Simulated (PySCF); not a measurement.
# Gas-phase XPS of `C#C[C@H]([S-])C#N`, computed

C4H2NS (charge -1).
Atom-mapped SMILES: `[CH:1]#[C:2][C@H:3]([S-:4])[C:5]#[N:6]`

Method: PySCF 2.14.0, delta-SCF UKS SCAN, pcX-2 on the ionised atom, pcseg-1 elsewhere, spin-free X2C. These are vertical core ionisation energies against the vacuum level, from separate self-consistent calculations with and without the core hole.

Q: What binding energy does each computed site have?

A: 
| atom(s) | bonded to | level | binding energy (eV) | above the level's lowest (eV) | count |
| --- | --- | --- | --- | --- | --- |
| S4 | C | S 1s | 2469.81 | 0.00 | 1 |
| N6 | C (triple bond) | N 1s | 400.27 | 0.00 | 1 |
| C3 | S, 2 C and H | C 1s | 288.34 | +2.14 | 1 |
| C5 | N (triple bond) and C | C 1s | 287.62 | +1.42 | 1 |
| C2 | C (triple bond) and C | C 1s | 286.86 | +0.66 | 1 |
| C1 | C (triple bond) and H | C 1s | 286.20 | 0.00 | 1 |

Lowest listed C 1s: C1, bonded to C (triple bond) and H. Highest, 2.14 eV above it: C3, bonded to S, 2 C and H. The widest gap between neighbouring values is 0.76 eV, between 286.86 and 287.62 eV.

Q: What is the C 1s shift of C3 against C5?

A: 288.34 − 287.62 = +0.72 eV, or +69 kJ/mol.

Not every level is listed. Spin contamination (⟨S²⟩ against 0.75 for a pure doublet) is marked for C 1s of C2 (0.94) and C 1s of C5 (0.90), which makes these values less certain. The species carries charge -1, so core ionisation leaves a neutral species. The basis sets have no added diffuse functions. Geometry: PBE0-D3(BJ)/def2-SVP; no solvent, vibrations or thermal averaging. The geometry's basis has no diffuse functions, a weakness for an anion.

Hardware: x86-64 server, one thread, no GPU, shared host. Cost: 73 s.
